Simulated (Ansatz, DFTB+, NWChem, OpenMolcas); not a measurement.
**Strength of the P–P bond: PH2(PH2) → 2 PH2**

Gas-phase species: PH2(PH2) (diphosphine), singlet; PH2 `[PH2]`, doublet. 

Shapes, held fixed at every level: PBE0-D4/def2-TZVP. Flexible molecules stand in one conformer, not always the lowest. Programs: Ansatz 0.2.0, DFTB+ 25.1, NWChem 7.3.0, OpenMolcas 26.06. A level may come from different programs for different species; with the same settings they agree closely. The zero-point and thermal change to 298 K, harmonic and unscaled (PBE0-D4/def2-TZVP, UPBE0-D4/def2-TZVP), is -15.0 kJ/mol.

```csv
level,kind,ΔH(298 K) (kJ/mol)
DFTB1,semi-empirical,+315.2
HF/STO-3G,Hartree–Fock,+196.0
HF/3-21G,Hartree–Fock,+67.7
HF/def2-SVP,Hartree–Fock,+115.8
PBE0/STO-3G,global hybrid,+323.2
B3LYP/6-31G* (Cartesian functions),global hybrid,+211.0
PBE0/def2-SVP,global hybrid,+229.3
```

PBE0/def2-SVP gives ΔH(298 K) = +229.3 kJ/mol; the levels span +67.7 to +323.2. DFTB1 strays far from the other rows. The median of the levels is +211.0. Hartree–Fock misses the correlation of the pair that is broken and comes out low. No measured value is set beside it here. Open shells run unrestricted. PBE0/def2-SVP lies outside the range of the other correlated levels here, so it shouldn't be taken on trust. Rows in sets without polarisation functions are far from converged.
